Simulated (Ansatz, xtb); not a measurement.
# A geometry optimisation of AlH3OP with r2SCAN-D4/def2-SVP

The starting geometry of this gas-phase doublet was built from a drawn formula by distance geometry and a force field; its bonds are those of `[O][PH][AlH2]`.

```xyz
6

Al    0.3033   -1.9464    2.5062
O     1.6260   -1.2043   -0.0819
P    -0.0665   -1.4055    0.2401
H    -0.1055   -2.7803   -0.1462
H     1.7371   -1.6522    3.1256
H    -0.8453   -2.4874    3.3903
```

Q: Where would you expect an optimisation with r2SCAN-D4/def2-SVP to take it?

A: It keeps its bonds, and is `[O][PH][AlH2]`. Distances that change by over a tenth: O2–P3 (1.73 → 1.52 Å).

The energy falls by 0.83 eV over 10 steps:

```tsv
step	E − E(last) (eV)
1	0.832
2	0.530
3	0.227
4	0.126
5	0.051
6	0.014
7	0.004
8	0.002
9	0.000
10	0.000
```

Final geometry (Å):

| atom | x (Å) | y (Å) | z (Å) |
| --- | --- | --- | --- |
| Al | 0.4354 | -1.9615 | 2.6919 |
| O | 1.5537 | -1.2126 | -0.4700 |
| P | 0.4852 | -1.8457 | 0.4081 |
| H | -0.6104 | -2.4358 | -0.3039 |
| H | 1.6387 | -1.3143 | 3.4798 |
| H | -0.8536 | -2.7061 | 3.2283 |

From the same start GFN2-xTB ends elsewhere, at `[AlH2][O][PH]`.

The end wasn't checked by frequencies. Open shells are spin-unrestricted. Run with Ansatz 0.2.0, 68 s on 1 thread of Arm Neoverse V2 (shared host).
